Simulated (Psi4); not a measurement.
# CHO+ (SMILES C#[O+]) at 3 levels

Wanted: a comparison of 3 runs (HF-D3(BJ)/def2-QZVP, B3LYP/6-31G*, LCCD/pcSseg-1) of CHO+. 

The calculation is run with Psi4 1.11.

4 further runs of the same task are left out: 1 that didn't finish, 3 set aside as unsound or not needed.

## (1) The structure to begin with

CHO+: 3 atoms, total charge +1, spin state singlet. As SMILES, `C#[O+]`. The coordinates come from a GFN2-xTB relaxation.

Bond lengths: C1–O2 1.091 Å, C1–H3 1.098 Å. Angles: O2–C1–H3 179.9°.

## (2) Energy and one-electron properties at HF-D3(BJ)/def2-QZVP (density fitting) (run 1)

The input, input.inp:

```
memory 1600 mb

molecule {
  1 1
  C      0.000660     0.002380     0.000800
  O      0.164200     1.060720     0.207090
  H     -0.164860    -1.063100    -0.207890
  no_reorient
  no_com
}

set {
  basis def2-QZVP
  reference rhf
  level_shift 0.3
  maxiter 80
}

e_tot, wfn = energy('hf-d3bj2b', return_wfn=True)
oeprop(wfn, 'MAYER_INDICES', 'LOWDIN_CHARGES', 'ESP_AT_NUCLEI', 'MBIS_CHARGES', 'NO_OCCUPATIONS', title='HF-D3BJ2B')
```

On the command line:

```sh
$ psi4 input.inp input.out -n 1
```

input.out:

```text
[...]
  Running in c1 symmetry.
[...]
  Nuclear repulsion =   28.115675119021063
[...]
  Multiplicity = 1
[...]
  Nalpha       = 7
  Nbeta        = 7
[...]
    Number of basis functions: 144
[...]
   @DF-RHF iter   1:  -112.96735346268370   -3.23083e-01   2.46254e-03 ADIIS/DIIS
[...]
   @DF-RHF iter   7:  -113.03036836359381   -2.44574e-08   2.58954e-07 DIIS
[...]
    Orbital Energies [Eh]
    ---------------------
    Doubly Occupied:
       1A    -21.029046     2A    -11.755039     3A     -1.888635
       4A     -1.195767     5A     -1.091867     6A     -0.988763
       7A     -0.988763
[...]
  @DF-RHF Final Energy:  -113.03036836359381
   => Energetics <=
    Nuclear Repulsion Energy =             28.1156751190210628
    One-Electron Energy =                -204.4000241000131268
    Two-Electron Energy =                  63.2621234588858528
    Total Energy =                       -113.0303683635938086
[...]
 Multipole Moments:
 ------------------------------------------------------------------------------------
     Multipole            Electronic (a.u.)      Nuclear  (a.u.)        Total (a.u.)
 ------------------------------------------------------------------------------------
 L = 1.  Multiply by 2.5417464519 to convert [e a0] to [Debye]
 Dipole X            :         -2.2781447            2.1782873           -0.0998574
 Dipole Y            :        -14.7007669           14.0537798           -0.6469871
 Dipole Z            :         -2.8729363            2.7469626           -0.1259737
 Magnitude           :                                                    0.6666582
[...]
```

It took 3.6 s on 1 thread of AMD EPYC 9R45 (Zen 5), shared host; peak memory 0.24 GiB.

Atomic charges (e):

```csv
atom,Löwdin,MBIS
C1,+0.326,+0.781
O2,+0.672,-0.095
H3,+0.003,+0.314
```

## (3) A single-point energy at B3LYP/6-31G(d) (Cartesian functions) (run 2)

The input, cho.json:

```json
{
  "schema_name": "qcschema_input",
  "schema_version": 1,
  "molecule": {
    "schema_name": "qcschema_molecule",
    "schema_version": 2,
    "symbols": ["C", "O", "H"],
    "geometry": [0.00124722, 0.00449755, 0.00151178, 0.31029303, 2.00447029, 0.39134338, -0.31154025, -2.00896784, -0.39285516],
    "molecular_charge": 1,
    "molecular_multiplicity": 1,
    "fix_symmetry": "c1"
  },
  "driver": "energy",
  "model": {
    "method": "b3lyp",
    "basis": "6-31G*"
  },
  "keywords": {
    "puream": false,
    "e_convergence": 1e-09,
    "d_convergence": 1e-08,
    "scf_type": "pk",
    "dft_radial_points": 99,
    "dft_spherical_points": 590
  }
}
```

On the command line:

```sh
$ psi4 --qcschema cho.json -n 1 --memory 1600MB
```

stdout:

```text
[...]
  Running in c1 symmetry.
[...]
  Nuclear repulsion =   28.115675217600590
[...]
  Multiplicity = 1
[...]
  Nalpha       = 7
  Nbeta        = 7
[...]
    Number of basis functions: 32
[...]
   @RKS iter   1:  -113.50012279255743    6.66781e-02   1.07230e-02 DIIS/ADIIS
[...]
   @RKS iter   9:  -113.54386671625747   -8.52651e-14   5.22050e-10 DIIS
[...]
    Orbital Energies [Eh]
    ---------------------
    Doubly Occupied:
       1A    -19.635765     2A    -10.713685     3A     -1.546907
       4A     -0.985799     5A     -0.876219     6A     -0.834061
       7A     -0.834061
[...]
  @RKS Final Energy:  -113.54386671625747
   => Energetics <=
    Nuclear Repulsion Energy =             28.1156752176005895
    One-Electron Energy =                -204.3497299388456554
    Two-Electron Energy =                  73.9773148543265791
    DFT Exchange-Correlation Energy =     -11.2871268493389891
    Empirical Dispersion Energy =           0.0000000000000000
    VV10 Nonlocal Energy =                  0.0000000000000000
    Total Energy =                       -113.5438667162574689
[...]
 Multipole Moments:
 ------------------------------------------------------------------------------------
     Multipole            Electronic (a.u.)      Nuclear  (a.u.)        Total (a.u.)
 ------------------------------------------------------------------------------------
 L = 1.  Multiply by 2.5417464519 to convert [e a0] to [Debye]
 Dipole X            :         -0.0001172            0.3761351            0.3760178
 Dipole Y            :         -0.0019479           -1.5089566           -1.5109045
 Dipole Z            :          0.0000000           -0.0000000            0.0000000
 Magnitude           :                                                    1.5569913
[...]
```

The result, in JSON:

```text
{
 "driver": "energy",
 "model": {
  "method": "b3lyp",
  "basis": "6-31G*"
 },
 "success": true,
 "return_result": -113.54386671625747,
 "properties": {
  "calcinfo_nbasis": 32,
  "calcinfo_nmo": 32,
  "calcinfo_nalpha": 7,
  "calcinfo_nbeta": 7,
  "calcinfo_natom": 3,
  "nuclear_repulsion_energy": 28.11567521760059,
  "return_energy": -113.54386671625747,
  "scf_one_electron_energy": -204.34972993884566,
  "scf_two_electron_energy": 73.97731485432658,
  "scf_xc_energy": -11.28712684933899,
  "scf_dipole_moment": [0.37601784014671674, -1.510904525092415, 5.469660502788104e-14],
  "scf_total_energy": -113.54386671625747,
  "scf_iterations": 9
 }
}
```

It took 2.9 s on 1 thread of AMD EPYC 9R45 (Zen 5), shared host; peak memory 0.36 GiB.

## (4) A single-point energy at LCCD/pcSseg-1 (density fitting, density fitting for correlation) (run 3)

The input, job.inp:

```
memory 1.6 GB

molecule molecule1 {
  1 1
  C      0.000660     0.002380     0.000800
  O      0.164200     1.060720     0.207090
  H     -0.164860    -1.063100    -0.207890
}

set basis pcSseg-1
set reference rhf
set freeze_core true
set cc_type df

energy_value, wavefunction = energy('lccd', return_wfn=True)
print_variables()
```

On the command line:

```sh
$ psi4 -n 1 job.inp job.out
```

job.out:

```text
[...]
  Running in cs symmetry.
[...]
  Nuclear repulsion =   28.115675119021063
[...]
  Multiplicity = 1
[...]
  Nalpha       = 7
  Nbeta        = 7
[...]
    Number of basis functions: 39
[...]
   @DF-RHF iter   1:  -112.88744315271641   -2.86025e-01   1.19246e-02 ADIIS/DIIS
[...]
   @DF-RHF iter  10:  -112.95128701467394   -1.42109e-13   1.53924e-09 DIIS
[...]
    Orbital Energies [Eh]
    ---------------------
    Doubly Occupied:
       1Ap   -21.030694     2Ap   -11.758482     3Ap    -1.898423
       4Ap    -1.198288     5Ap    -1.094618     1App   -0.991161
       6Ap    -0.991161
[...]
  @DF-RHF Final Energy:  -112.95128701467394
   => Energetics <=
    Nuclear Repulsion Energy =             28.1156751190210628
    One-Electron Energy =                -204.2082662447331813
    Two-Electron Energy =                  63.1413041110381812
    Total Energy =                       -112.9512870146739374
[...]
 Multipole Moments:
 ------------------------------------------------------------------------------------
     Multipole            Electronic (a.u.)      Nuclear  (a.u.)        Total (a.u.)
 ------------------------------------------------------------------------------------
 L = 1.  Multiply by 2.5417464519 to convert [e a0] to [Debye]
 Dipole X            :          0.0533228            0.3761351            0.4294579
 Dipole Y            :         -0.2171954           -1.5089566           -1.7261521
 Dipole Z            :          0.0000000            0.0000000            0.0000000
 Magnitude           :                                                    1.7787735
[...]
	DF-MP2 Total Energy (a.u.)         :  -113.26132818337632
[...]
```

Run time: 1.7 s. Hardware: 1 thread of AMD EPYC 9R45 (Zen 5), shared host; peak memory 0.19 GiB.

## (5) The series

```csv
run,level,task,integrals,energy (Eh),HOMO energy (eV),LUMO energy (eV),HOMO–LUMO gap (eV),wall time
1,HF-D3(BJ)/def2-QZVP (density fitting),properties,df,-113.030368,-26.91,-5.34,21.57,3.6 s
2,B3LYP/6-31G* (Cartesian functions),energy,pk,-113.543867,-22.70,-10.20,12.49,2.9 s
3,"LCCD/pcSseg-1 (density fitting, density fitting for correlation)",energy,df,-113.267811,-26.97,-5.17,21.80,1.7 s
```

## (6) What came out

| quantity | value |
| --- | --- |
| run 3: total energy | -113.26781 Eh |
| run 3: HOMO energy (Hartree–Fock orbitals) | -26.97 eV |
| run 3: LUMO energy (Hartree–Fock orbitals) | -5.17 eV |
| run 3: HOMO–LUMO gap (Hartree–Fock orbitals) | 21.80 eV |
| run 3: correlation energy (2 core orbitals frozen) | -316.5 mEh |

All runs together took 8.3 s, the longest 3.6 s.
